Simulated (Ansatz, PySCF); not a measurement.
System: CH$_{3}$O, charge 0, doublet. CH3O (SMILES C[O], doublet).
B3LYP-D3(BJ)/def2-TZVP minimum from Ansatz (a first-principles code):
```
C
O 1 1.3624
H 1 1.0992 2 113.34
H 1 1.0992 3 111.54 2 129.37
H 1 1.1083 3 106.28 4 115.42
```
Charge 0, spin multiplicity 2.

Total energies in hartree (Ansatz). Radicals and triplets start from unrestricted determinants; spin-orbit coupling is neglected. Correlated methods leave the cores frozen. No relativity. Where a partner has so few electrons that a lower coupled-cluster level is exact, that level stands in.

```tsv
species	HF/aug-cc-pVTZ	CCSD(T)/aug-cc-pVTZ	HF/aug-cc-pVQZ	CCSD(T)/aug-cc-pVQZ	CCSD(T)/aug-cc-pVDZ	CCSDT(Q)/aug-cc-pVDZ
1: CH3O (SMILES C[O], doublet)	-114.46792	-114.88495	-114.47512	-114.91387	-114.78440	-114.78573
2: C (triplet)	-37.69181	-37.78183	-37.69335	-37.78687	-37.76487	-37.76529
3: O (triplet)	-74.81298	-74.97895	-74.81763	-74.99527	-74.92565	-74.92599
4: H (doublet)	-0.49982	-0.49982	-0.49995	-0.49995	-0.49933	-0.49933
```

### Question
Work out the enthalpy of formation at 298 K (by atomisation, with ideal-gas terms from PySCF's Hessian at B3LYP-D3(BJ)/def2-TZVP and the atoms' measured values of the G2/97 table; no spin-orbit terms) in kcal/mol: take Hartree-Fock from aug-cc-pVQZ, extrapolate the CCSD(T) correlation energy as X^-3 (X = 3, 4), and add CCSDT(Q) - CCSD(T) in aug-cc-pVDZ. The further terms named in the bracket sum to +0.64492 hartree. 1 hartree = 627.51 kcal/mol.

### Answer

Species 1: correlation (64·(-0.43875) - 27·(-0.41703))/37 = -0.45460; step -0.00133; E1 = -114.47512 + (-0.45460) + (-0.00133) = -114.93105
Species 2: correlation (64·(-0.09352) - 27·(-0.09002))/37 = -0.09607; step -0.00042; E2 = -37.69335 + (-0.09607) + (-0.00042) = -37.78984
Species 3: correlation (64·(-0.17764) - 27·(-0.16597))/37 = -0.18616; step -0.00034; E3 = -74.81763 + (-0.18616) + (-0.00034) = -75.00413
Species 4: correlation (64·(0.00000) - 27·(0.00000))/37 = 0.00000; step +0.00000; E4 = -0.49995 + (0.00000) + (+0.00000) = -0.49995
+1·E1 -1·E2 -1·E3 -3·E4 +0.64492 = 0.00769 hartree = 4.8 kcal/mol. Measured: 4.1 kcal/mol, 17.2 kJ/mol (G2/97 table in ASE (Curtiss et al.)); atomic spin-orbit terms, which the calculations lack, would raise the computed values. The composite differs from it by +0.7 kcal/mol; core, relativistic and spin-orbit terms are not in it.
